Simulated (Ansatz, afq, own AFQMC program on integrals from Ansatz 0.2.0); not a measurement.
## Where AFQMC and coupled cluster stand for N, quartet

A free N atom.

Basis 6-31G. Noble-gas cores (and the filled d shells of Ga–Kr and In–Xe) are frozen. Ansatz 0.2.0 and our own AFQMC program on the same integrals; the CISD trial comes from CCSD amplitudes, and released means the phaseless constraint is let go. Free AFQMC starts from the CCSD state and is never constrained. Its projection time is finite, and what remains of the start isn't in its error. Error bars are statistical, one sigma.

Determinant: UHF, the one that the program's search chose, which needn't be the lowest solution.

Full CI on the same integrals is exact in this basis and with this determinant's frozen core.

- T1 diagnostic: 0.0038
- weight of the determinant in the CISD state: 0.986
- ⟨S²⟩ of the determinant: 3.755
- size of the correlated space: 5 electrons in 8 orbitals

Reference: full CI, correlation energy -0.927 eV. The released energy is read at 1.50 1/Eh (meV from the phaseless value at times in 1/Eh: -0.05 ± 0.20 at 0.24, -0.02 ± 0.14 at 0.50, 0.31 ± 0.16 at 1.00, 0.16 ± 0.13 at 1.50).

```tsv
level	E − E(reference) (mEh)	share of correlation (%)
HF	34.07	0.00
MP2	7.30	78.58
CCSD	0.21	99.39
CCSD(T)	0.05	99.85
CCSDT	0.01	99.98
CCSDT(Q)	0.00	100.00
CCSDTQ	0.00	100.00
ph-AFQMC/HF	-0.11 ± 0.37	100.32
ph-AFQMC/CISD	0.00 ± 0.008	99.99
released AFQMC	0.01 ± 0.005	99.98
free AFQMC	0.00 ± 0.005	99.99
```

CCSDT and higher add their correlation energy to the determinant of the CCSD(T) run, since their own runs factorise the integrals more tightly (a shift of under 2 meV). Free projections are given only where their last times agree within the noise and don't stop above the reference; a slow remainder of the start can still hide under it. A walk keeps the symmetry of its determinant, which the program's search chose and which needn't be the lowest solution, so a lower state of the same spin and another symmetry isn't excluded. Released energies are given only where the last usable release times agree within the noise; a slower fall can still hide under it.
